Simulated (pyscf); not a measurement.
Optimised with ωB97X-D3(BJ)/def2-SVP in PySCF.

Question: Estimate by transition-state theory the rate constant of HC≡C–CH₃ + H• -> HC≡C–CH₂• + H₂ (doublet surface; C–H broken, H–H formed) at 900 K, with ωB97M-D3(BJ)/def2-TZVP energies (ideal gas, 1 atm, RRHO with modes under 100 cm⁻¹ raised to 100, one conformer, R ln 2 for chiral ones without a mode under 150 cm⁻¹; no tunnelling).

Answer: The electronic barrier is 9.6 kcal/mol and the thermal terms add +16.2, so ΔG‡ = 25.9 kcal/mol. With k_BT/h = 1.88e+13 s⁻¹ and RT = 1.788 kcal/mol, and a volume of 1.23e-19 cm³ per molecule at 1 atm, k = 1.2e-12 cm³ molecule⁻¹ s⁻¹. Wigner's tunnelling factor for 1600i cm⁻¹ would be 1.27. A shift of 1 kcal/mol in the barrier changes k by a factor 1.7. One saddle was located; it need not be the lowest between these sides. The angle at the transferred H is 178°.
